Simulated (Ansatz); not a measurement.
C5H8 can be A, `C=C1CCC1`, or B, `C#CC(C)C`.

Calculated with Ansatz (gas phase, PBE0-D4/def2-TZVP geometries, no zero-point term in ΔE). CCSD(T)/CBS is the MP2 limit (def2-TZVPP, def2-QZVPP) plus CCSD(T) − MP2 in def2-TZVPP, frozen cores. DFT in def2-TZVPP. B3LYP here is the variant with VWN-RPA as its local correlation; programs differ in this.

Problem. Which isomer does CCSD(T)/CBS put lower? Give the gap. (An estimate is asked.)

Solution. Ansatz gave: A, by 4.7 kcal/mol.

Problem. Give E(B) − E(A) in kcal/mol with r2SCAN-D4, CCSD/def2-TZVPP, MP2/def2-TZVPP, PBE-D4, HF/def2-TZVPP, B3LYP-D4, PBE0-D4. (Estimate.)

Solution. The calculation gave: r2SCAN-D4 8.1, CCSD/def2-TZVPP 5.2, MP2/def2-TZVPP 3.5, PBE-D4 10.3, HF/def2-TZVPP 3.1, B3LYP-D4 5.8, PBE0-D4 11.2. None reverses the order clearly.

Problem. Does the order hold for the free energy at 298.15 K (harmonic terms from PBE0-D4)? (Best estimate.)

Solution. Ansatz gave: Yes: G(B) − G(A) = +2.8 kcal/mol.

Largest T1 diagnostic: 0.010.

From r2SCAN to r2SCAN0 (25 % exact exchange), in def2-TZVPP and without D4, E(B) − E(A) moves by +1.2 kcal/mol. At CCSD(T), def2-SVP lies +1.4 kcal/mol from the extrapolated value and def2-TZVPP +0.5 kcal/mol.
